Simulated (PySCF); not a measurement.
Which basis set comes closest?

Molecule: `CC#P`, C₂H₃P.

Atoms are numbered as in `[CH3:1][C:2]#[P:3]`. Hydrogens are named by the atom that carries them.

Geometry PBE0-D3(BJ)/def2-SVP throughout; GIAO in PySCF 2.14.0 with density-fitted response routines, gas phase, one conformer, non-relativistic; equivalent atoms averaged; functional PBE0.

Reference values (measured; solution, CHCl3; Yu. Yu. Rusakov, I. L. Rusakova, Phys. Chem. Chem. Phys. 2023, supporting information (pecS-n basis sets for 31P)): δ(P3) = -61.0 ppm vs 85 % H3PO4. Computed shifts are taken against H3PO4, calculated as an isolated molecule at each level.

Question: How do the basis sets STO-3G, 6-31G, 6-31G*, def2-SVP, 6-311+G(2d,p), def2-TZVP perform against the reference? Times are CPU seconds on 1 thread of an Arm Neoverse V1, shared host.

Answer: 
```
    basis set  functions     P3  abs. error P  core-s
       STO-3G         22  114.8         175.8    0.95
        6-31G         37  -59.5           1.5     1.9
       6-31G*         52  -34.0          27.0     2.3
     def2-SVP         61  -17.0          44.0     2.3
6-311+G(2d,p)        107  -50.6          10.4       4
    def2-TZVP        117  -51.0          10.0     4.7
```

For $^{31}$P the closest is 6-31G (1.5 ppm) and the furthest STO-3G (175.8 ppm). Where a smaller basis beats a larger one, errors probably cancel. One molecule is a small sample, and vibrational and solvent effects are absent from the calculation.

A small basis that lands close on one nucleus may do so by chance; judge by the trend and by all nuclei.
